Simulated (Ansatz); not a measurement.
in.yaml

```yaml
crystal:
  periodic: [false, false, false]
  atoms:
    - {symbol: Ge, position_ang: [0.057860, -0.114947, 1.420739]}
    - {symbol: P, position_ang: [-0.107014, 0.570443, -0.713900]}
    - {symbol: P, position_ang: [-0.030394, -0.361935, -2.586760]}
    - {symbol: H, position_ang: [0.052715, 1.876591, -0.961001]}
basis:
  gaussian: {orbitals: 6-31G}
magnetization: {spin_polarized: false, initial_magnetization: 3}
correlation: {method: sc_nevpt2, electrons: outside_noble_gas, active_space: {window: {electrons: 5, orbitals: 5}, states: [{multiplicity: 4, irrep: T2g, weights: [1]}]}}
scf: {lower_state_search: full}
```

```sh
$ ansatz run in.yaml --threads 1 --pin off --events-out ev --progress --plain --max-ram 2393MiB
```

**Question.** One thing in this input was set wrong on purpose, beside settings that are merely unusual. What is the gravest fault, and what does the program do?

**Answer.** Irrep not in the group. How the run ends: stopped by an error.
```
1013 factors; integrals over basis functions are off by at most 1.2e-7 eV
mean field evaluation 1: about -75018.6880 eV, gradient 9.0e0 eV
mean field evaluation 2: about -75018.8132 eV, gradient 9.1e0 eV
mean field evaluation 4: about -75019.9727 eV, gradient 2.1e0 eV
mean field evaluation 8: about -75020.0879 eV, gradient 4.5e-1 eV
mean field evaluation 16: about -75019.5161 eV, gradient 2.4e0 eV
mean field evaluation 32: about -75019.2712 eV, gradient 1.3e0 eV
mean field evaluation 64: about -74944.9023 eV, gradient 1.2e2 eV
mean field evaluation 96: about -74968.0374 eV, gradient 8.3e1 eV
mean field evaluation 128: about -75014.9477 eV, gradient 2.8e1 eV
mean field evaluation 160: about -75020.0905 eV, gradient 2.3e-6 eV
mean field evaluation 192: about -75020.0905 eV, gradient 1.9e-5 eV
mean field -75020.09047801 eV, -2756.9374746233 hartree, gradient 6.9e-6 eV, S^2 3.750000; 10 other end points of the search recorded, 0 dependent functions left out
reference -75020.09047801 eV, -2756.9374746233 hartree; 33, 30 occupied and 24, 27 virtual orbitals, 1013 factors
Error: the irrep T2g is not accepted for these orbitals, which take A, or 1 to 1
```
